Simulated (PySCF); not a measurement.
Molecule (SMILES): F[Si](F)(F)F.
Geometry (B3LYP-D3(BJ)/def2-TZVP, fixed):
```xyz
5

Si     0.0000     0.0000     0.0000
F      0.9027     0.9354     0.8757
F     -0.8806    -0.8997     0.9336
F     -0.9289     0.8739    -0.9111
F      0.9068    -0.9096    -0.8983
```

Basis-set convergence of the mean static polarisability at PBE with PySCF. All functions are spherical. Density fitting with generated auxiliary sets. No added dispersion term, no relativity. Reference: the value in aug-pcseg-2, 24.52 bohr³, itself unsure by roughly 0.1 % (its distance from aug-cc-pV(T+d)Z). Deviations are taken from unrounded values. Cost is core time over that of pcseg-1, rough, on shared machines of one kind; a dash marks a row that isn't timed (too short, read off another run, short of memory, by another algorithm or on other hardware).

```csv
basis,functions,mean static polarisability (bohr³),minus reference (%),cost
pcseg-0,49,13.74,-44.0,-
pcseg-1,74,17.56,-28.4,1×
6-31+G*,94,21.65,-11.7,-
6-311+G**,118,20.54,-16.2,2×
aug-cc-pV(D+d)Z,124,24.10,-1.7,2×
"6-311++G(2d,2p)",143,22.14,-9.7,2×
pcseg-2,154,20.39,-16.8,2×
"6-311++G(3df,3pd)",203,23.64,-3.6,4×
jun-cc-pV(T+d)Z,204,24.40,-0.5,5×
aug-cc-pV(T+d)Z,239,24.49,-0.1,4×
pcseg-3,304,23.66,-3.5,10×
```

The smallest set listed that lies within 5 % of the reference with all its larger relatives (same family, alike in diffuse functions; a set with none counts only in the reference's own line) is aug-cc-pV(D+d)Z (124 functions, 2× in cost, -1.7 % off). Inside, with no larger relative to test it: 6-311++G(3df,3pd), pcseg-3.
